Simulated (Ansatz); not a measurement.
Sn2SbS2I3 (Cmcm, No. 63; cell taken from a computed entry) was calculated with PBE0 in Ansatz (plane waves, PAW).

Run with plane-wave cutoff 460 eV, 6×6×2 k mesh (along the axes of the cell as run), Fermi–Dirac smearing 0.01 eV, scalar-relativistic PAW data made under PBE.

Cell (relaxed with PBEsol):

```xyz
16
Lattice="2.1201 -6.9319 0.0000 2.1201 6.9319 0.0000 0.0000 0.0000 15.7718" Properties=species:S:1:pos:R:3 pbc="T T T"
Sn     2.1201    -5.1372     7.4750
Sn     2.1201     5.1372     8.2968
Sn     2.1201     5.1372    15.3609
Sn     2.1201    -5.1372     0.4109
Sb     2.1201    -4.1814    11.8288
Sb     2.1201     4.1814     3.9429
S      2.1201     3.2013     1.3438
S      2.1201    -3.2013    14.4280
S      2.1201    -3.2013     9.2297
S      2.1201     3.2013     6.5421
I      2.1201    -0.8931     2.0890
I      2.1201     0.8931    13.6828
I      2.1201     0.8931     9.9749
I      2.1201    -0.8931     5.7969
I      2.1201    -4.8892     3.9429
I      2.1201     4.8892    11.8288
```

**Question.** What does this level give for the band gap, smallest direct gap on the k points sampled and direct gap at Γ?

**Answer.** 
* **band gap**: 1.74 eV
* **smallest direct gap on the k points sampled**: 1.77 eV
* **direct gap at Γ**: 2.43 eV

Note: cell and atoms aren't relaxed at this level (pressure 1.4 GPa); this cell isn't known to be the ambient phase, and symmetry holds it in the calculation.

Spin–orbit coupling is not included.

Ansatz is an electronic-structure program.
